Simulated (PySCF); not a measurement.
NaS: everyday levels beside a composite calculation

PySCF; the state is a doublet (π ↑). The composite is CCSD(T) extrapolated to the basis-set limit from two correlation-consistent sets, with core-valence (CV) and scalar-relativistic (SR) terms as its label shows; it has no spin–orbit coupling and nothing beyond (T). Here it is CCSD(T)/CBS(DT)+CV+SR. It gives Re = 2.497 Å, ωe = 329 cm⁻¹ and De = 2.57 eV to Na + S.

| level | basis | relativity | Re (Å) | ωe (cm⁻¹) | De (eV) |
| --- | --- | --- | --- | --- | --- |
| UHF | cc-pVDZ/cc-pV(D+d)Z | no relativity | 2.525 | 328 | 1.40 |
| UHF | def2-TZVPP | no relativity | 2.513 | 332 | 1.48 |
| UHF-MP2 | aug-pcseg-1 | no relativity | 2.553 | 311 | 2.33 |
| UHF-SCS-MP2 | 6-311G(d,p) | no relativity | 2.507 | 335 | 2.14 |
| UHF-CCSD(T) | aug-pcseg-1 | no relativity | 2.560 | 307 | 2.32 |
| PBE | aug-pcseg-1 | no relativity | 2.520 | 314 | 2.61 |
| r²SCANh | cc-pVDZ/cc-pV(D+d)Z | no relativity | 2.504 | 327 | 2.57 |
| M06-2X | aug-pcseg-1 | no relativity | 2.494 | 335 | 2.71 |
| LC-ωPBE | aug-pcseg-1 | no relativity | 2.495 | 333 | 2.57 |
| LC-ωPBE | 6-311G(d,p) | no relativity | 2.488 | 337 | 2.53 |

Problem. Give the difference of each row from the composite.

Solution. 

```
      level                basis  ΔRe (pm)  Δωe (%)  ΔDe (eV)
        UHF  cc-pVDZ/cc-pV(D+d)Z      +2.8     -0.3     -1.17
        UHF           def2-TZVPP      +1.6     +0.9     -1.09
    UHF-MP2          aug-pcseg-1      +5.6     -5.5     -0.24
UHF-SCS-MP2          6-311G(d,p)      +1.0     +1.8     -0.43
UHF-CCSD(T)          aug-pcseg-1      +6.3     -6.7     -0.25
        PBE          aug-pcseg-1      +2.3     -4.6     +0.04
    r²SCANh  cc-pVDZ/cc-pV(D+d)Z      +0.7     -0.6     +0.00
     M06-2X          aug-pcseg-1      -0.3     +1.8     +0.14
    LC-ωPBE          aug-pcseg-1      -0.2     +1.2     +0.00
    LC-ωPBE          6-311G(d,p)      -0.9     +2.4     -0.04
```

Problem. Which rows come closest in De?

Solution. r²SCANh in cc-pVDZ/cc-pV(D+d)Z (+0.00 eV); LC-ωPBE in aug-pcseg-1 (+0.00 eV), counted from the composite.

Correlated steps freeze 6 core orbitals. Correlated levels converge slowly with the basis: in double zeta they bind strong bonds too weakly, by up to about 1 eV, and carry superposition errors of some tenths. The state is the lowest determinant that a PBE0 search found; another state may lie lower at other levels.
